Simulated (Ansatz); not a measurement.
C3H7FN2, SMILES `N=C(CN)CF`. Total charge 0; spin multiplicity 1. The geometry is a stationary point of PBE0-D4/def2-TZVP. It is one conformer, not always the lowest.

```xyz
13

N     1.644    0.557    0.062
C     0.471    0.226    0.387
C    -0.608   -0.199   -0.585
N    -0.084   -0.315   -1.930
C     0.086    0.312    1.837
F    -0.826   -0.672    2.181
H     1.715    0.519   -0.960
H    -1.078   -1.113   -0.201
H    -1.393    0.565   -0.563
H    -0.796   -0.127   -2.621
H     0.278   -1.242   -2.106
H     0.975    0.208    2.460
H    -0.385    1.281    2.038
```

(1) What is the dipole moment at ωB97M-V/def2-TZVPP? (Best estimate.)

(2) And with PBE, r2SCAN, B3LYP? (Estimate.)

(3) Give the Mulliken charges with ωB97M-V, r2SCAN, B3LYP in def2-TZVPP. (An estimate is asked.)

Results:

(1) The calculation gave: 2.74 D, with components (-2.02, -0.43, -1.80) D in this frame, pointing from negative to positive charge.

(2) Ansatz gave: PBE 2.72 D, r2SCAN 2.75 D, B3LYP 2.72 D.

(3) Computed: 
| atom | ωB97M-V | r2SCAN | B3LYP |
| --- | --- | --- | --- |
| N1 | -0.23 | -0.29 | -0.23 |
| C2 | 0.00 | 0.02 | -0.02 |
| C3 | -0.11 | 0.04 | -0.06 |
| N4 | -0.32 | -0.39 | -0.35 |
| C5 | 0.07 | 0.17 | 0.11 |
| F6 | -0.24 | -0.25 | -0.25 |
| H7 | 0.13 | 0.16 | 0.15 |
| H8 | 0.13 | 0.08 | 0.11 |
| H9 | 0.11 | 0.05 | 0.08 |
| H10 | 0.12 | 0.15 | 0.14 |
| H11 | 0.12 | 0.15 | 0.14 |
| H12 | 0.11 | 0.07 | 0.10 |
| H13 | 0.10 | 0.05 | 0.08 |

B3LYP here is the variant with VWN-RPA as its local correlation; programs differ in this.
